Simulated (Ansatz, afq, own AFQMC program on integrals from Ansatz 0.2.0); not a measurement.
AFQMC on a folder of integrals that Ansatz 0.2.0 wrote.

```yaml
crystal:
  periodic: [false, false, false]
  atoms:
    - {symbol: C, position_ang: [0.000000, 0.000000, -0.066512]}
    - {symbol: H, position_ang: [0.000000, 0.000000, -0.960512]}
    - {symbol: H, position_ang: [0.000000, 0.000000, 1.027025]}
basis:
  gaussian: {orbitals: cc-pVDZ}
total_charge: 1
magnetization: {spin_polarized: true, initial_magnetization: 1}
correlation: {method: ccsd_t, electrons: outside_noble_gas, hamiltonian_folder: ham}
```

```sh
$ ansatz run in.yaml --threads 1 --pin off --events-out ev --progress --plain --max-ram 24576MiB --backend cuda --devices 0, --max-vram 18GiB
```

afq runs on the folder ham with

```
--method phaseless --trial cisd --walkers 40 --populations 1 --least-time 40 --time-step 0.0025 --steps-per-block 5 --equilibration-blocks 800 --max-blocks 3200 --target-error 0.00054 --factor-cut 0.0001 --start spin_pure --seed 7342 --taylor-order 6
```

Times are imaginary, in 1/Eh. The walk had a cap of 60 s.

Log:

```
orbitals 23  electrons 3 2  factors 137 of 219
reference energy -38.52506275 Eh
CCSD correlation -0.09302759 Eh in 9 cycles, weight of the determinant in the CISD state 0.9601
energy of the start -38.618025 Eh
 block  time / (1/Eh)  mean weight  energy / Eh
     1     0.013  1.0002  -38.617987
     2     0.025  0.9999  -38.617953
     3     0.037  0.9999  -38.617915
     4     0.050  1.0000  -38.617893
     5     0.062  0.9985  -38.617877
     8     0.100  1.0003  -38.617862
    32     0.400  1.0002  -38.617917
   125     1.562  1.0003  -38.619357
   218     2.725  0.9999  -38.619060
   311     3.887  1.0000  -38.619800
   404     5.050  0.9999  -38.619202
   497     6.212  0.9996  -38.623053
   590     7.375  0.9998  -38.618852
   683     8.537  0.9995  -38.617497
   776     9.700  0.9996  -38.619778
   869    10.862  1.0002  -38.619006
   962    12.025  1.0002  -38.618908
  1055    13.188  1.0008  -38.619305
  1148    14.350  1.0000  -38.620025
  1241    15.512  1.0005  -38.618699
blocks merged  error / Eh  count
     1  0.000033  447
     2  0.000046  223
     4  0.000065  111
     8  0.000090  55
    16  0.000119  27
    32  0.000145  13
energy -38.619500 +/- 0.000119 Eh
(rows thinned)
```

The time cap ended the run before it passed its tests.

Against this walk (error 3.2 meV) on the same determinant: CCSD(T) 7.9 meV higher, CCSDT(Q) 1.0 meV lower (within the noise), CCSDTQ 1.1 meV lower (within the noise), full CI 1.1 meV lower (within the noise), a separate phaseless walk with a CISD trial and standard settings 0.8 ± 3.3 meV lower (within the noise). The error is statistical and leaves out the bias of the constraint.

Cautions: constraint bias not in the error; error not settled; the sampling time fell short of the least asked.

The walk took 60 s on 1 × NVIDIA H100 80GB HBM3 with 2 threads of AMD EPYC 7R13 Processor (Zen 3), with other jobs on the host (the card was shared). The log's last line is the phaseless energy.

CCSDT and higher add their correlation energy to the determinant of the CCSD(T) run, since their own runs factorise the integrals more tightly (a shift of under 2 meV). A walk keeps the symmetry of its determinant, which the program's search chose and which needn't be the lowest solution, so a lower state of the same spin and another symmetry isn't excluded.
